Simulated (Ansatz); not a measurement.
Ansatz (a quantum-chemistry and plane-wave program) input:

Ansatz 0.2 input:
```yaml
crystal:
  periodic: [false, false, false]
  atoms:
    - {symbol: C, position_ang: [-0.01045730, 1.16494198, 0.28083334]}
    - {symbol: C, position_ang: [0.00335542, -1.08563455, 0.35835550]}
    - {symbol: C, position_ang: [0.78119601, 0.05343446, -0.22140404]}
    - {symbol: C, position_ang: [-0.77709543, 0.04331744, -0.23746258]}
    - {symbol: H, position_ang: [-0.01266110, 2.16400671, -0.13473259]}
    - {symbol: H, position_ang: [-0.00706515, -1.19627589, 1.43925234]}
    - {symbol: H, position_ang: [0.01509168, -2.02148969, -0.19091273]}
    - {symbol: H, position_ang: [1.43058472, 0.00791586, -1.08314434]}
    - {symbol: H, position_ang: [-1.40794231, -0.01051293, -1.11239601]}
basis:
  gaussian:
    orbitals: def2-TZVP
hamiltonian:
  xc: b3lyp
  dispersion: d3bj
magnetization: {spin_polarized: true, initial_magnetization: 1}
phonons: {temperatures: {t_min: 298.15, t_max: 298.15, t_step: 100}}
```

Problem. Predict the final energy.

Solution. -155.34835 Eh (B3LYP-D3(BJ)/def2-TZVP). The basis has 154 functions.

It need not be the lowest isomer of its formula.
